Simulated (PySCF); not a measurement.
**Core-level binding energies of `CN=[PH3]`**

Species: CH6NP.
Bonds: C1–N2, N2–P3 (double). Hydrogens: H4, H5, H6 on C1; H7, H8, H9 on P3.

Method: delta-SCF UKS SCAN, pcX-2 on the ionised atom, pcseg-1 elsewhere, spin-free X2C (PySCF 2.14.0). Each binding energy is the total energy of the core-ionised species, with the hole localised on one atom, minus that of the ground state; both are solved self-consistently, so orbital relaxation is included.

Problem. List the computed XPS lines with their assignment.

Solution. 
```tsv
atom(s)	bonded to	level	binding energy (eV)	2p1/2 (eV)	count
P3	N (double bond) and 3 H	P 2p3/2	138.09	138.98	1
C1	N and 3 H	C 1s	291.11	–	1
N2	C and P (double bond)	N 1s	403.02	–	1
P3	N (double bond) and 3 H	P 1s	2151.91	–	1
```

Problem. What is the longest wavelength that can ionise C 1s of C1 vertically?

Solution. λ = hc/E = 12398.42 eV Å / 291.11 eV = 42.590 Å.

Spin–orbit and ligand-field terms were added within each 2p shell after the spin-free SCF. 2p1/2 minus 2p3/2 (ligand field included): P 0.89 eV. Isolated species at its GFN2-xTB geometry, gas phase.
